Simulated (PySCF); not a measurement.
Molecule: formyl fluoride (O=CF, CHFO).

Mapped SMILES: `[O:1]=[CH:2][F:3]`. Each H is labelled by its parent atom.

Spin–spin couplings on one PBE0-D3(BJ)/def2-SVP geometry, PySCF 2.14, gas phase, non-relativistic, equivalent pairs averaged; isotopes ¹³C, ¹H; functional B3LYP.

Reference values (Hz): ¹J(C2,H(C2)) = 267.0 (measured; liquid or solution (compiled); San Fabian, Garcia de la Vega, Suardiaz et al., Magn. Reson. Chem. 2013, 51, 775 (SI)).

Q: How do the couplings (Hz) change with the basis set? Times are CPU seconds on 1 thread of an Intel Xeon Platinum 8259CL, shared host. Far from the basis limit: pcJ-0, 6-31G*, def2-TZVP, cc-pVTZ.

A: 
| basis set | functions | ¹J(C2,H(C2)) | abs. error | core-s |
| --- | --- | --- | --- | --- |
| pcJ-0 | 42 | 229.3 | 37.7 | 1.6 |
| 6-31G* | 44 | 240.1 | 26.9 | 1.8 |
| def2-TZVP | 99 | 251.5 | 15.5 | 4 |
| cc-pVTZ | 104 | 235.3 | 31.7 | 3.9 |
| aug-cc-pVTZ-J | 158 | 269.6 | 2.6 | 6.6 |
| pcJ-2 | 177 | 266.0 | 1.0 | 7.4 |

Errors compare magnitudes, without vibrational corrections. Closest: pcJ-2; furthest: pcJ-0.

The Fermi-contact term samples the wavefunction at the nucleus, which is why sets with added tight s functions (names with J) are made for couplings. Agreement of an ordinary basis with the reference is then largely a cancellation of errors.
